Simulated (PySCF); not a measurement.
Calculated properties of `C` (methane)

Methane, CH₄.
Z-matrix (Å and degrees, GFN2-xTB geometry), rows numbered from 1:
```
C 
H   1  1.0823
H   1  1.0822  2  109.47
H   1  1.0822  2  109.47  3  -120.00
H   1  1.0821  2  109.47  3   120.00
```

**GFN2-xTB geometry**

* Point group of the GFN2-xTB geometry: Td
* Rotational constants A, B, C of the GFN2-xTB geometry: 160.579, 160.568, 160.566 GHz

B3LYP/def2-SVPD ground state and vertical TDDFT (core frozen in the response) (PySCF):

- Dipole moment: 0.00 D
- HOMO energy: -10.79 eV
- LUMO energy: 0.66 eV
- HOMO–LUMO gap: 11.45 eV
- Lowest singlet excitation: 10.36 eV (120 nm, f = 0.382 summed over 3 states within 0.01 eV)
- Lowest triplet excitation (Tamm–Dancoff): 9.97 eV
- Static isotropic polarisability: 16.4 au
- Electronic spatial extent ⟨r²⟩ about the centre of nuclear charge: 36 bohr²

From PBE0/pcSseg-1 ground state and GIAO shieldings, non-relativistic (PySCF):

* Lowest Hirshfeld atomic charge: -0.17 e on C1
* Highest Hirshfeld atomic charge: +0.04 e on H2/H3/H4/H5
* 13C chemical shifts (computed TMS as zero) by class: -5.5 (C1) ppm
* 1H chemical shifts (computed TMS as zero) by class: 0.24 (H2/H3/H4/H5) ppm

**B3LYP/pcJ-1 indirect spin-spin coupling, non-relativistic, gas phase (PySCF)**

* Largest of the computed one-bond spin–spin couplings (means over like bonds): 13C–1H +131.7 (C1–H2 and 3 like it) Hz

From delta-SCF UKS SCAN, pcX-2 on the ionised atom, pcseg-1 elsewhere, spin-free X2C (PySCF):

- Core binding energies: C1s 290.7 (C1) eV

Monoisotopic mass (most abundant isotopes): 16.0313 u.

The rotational constants are those of a spherical top; the small spread among constants that symmetry makes equal is optimisation noise. The principal polarisabilities are 16.4, 16.4 and 16.4 au; their mean is the isotropic value. Point group Td forbids a permanent dipole, so the rigid molecule has no electric-dipole pure rotational spectrum. The polarisability is 2.44 Å³ as a volume (1 au = 0.148185 Å³), or 1.64 au for each of the 10 electrons. S1 lies 1.09 eV below the HOMO–LUMO gap. The vertical singlet–triplet gap S1 − T1 is 0.39 eV (TDDFT singlet less Tamm–Dancoff triplet).

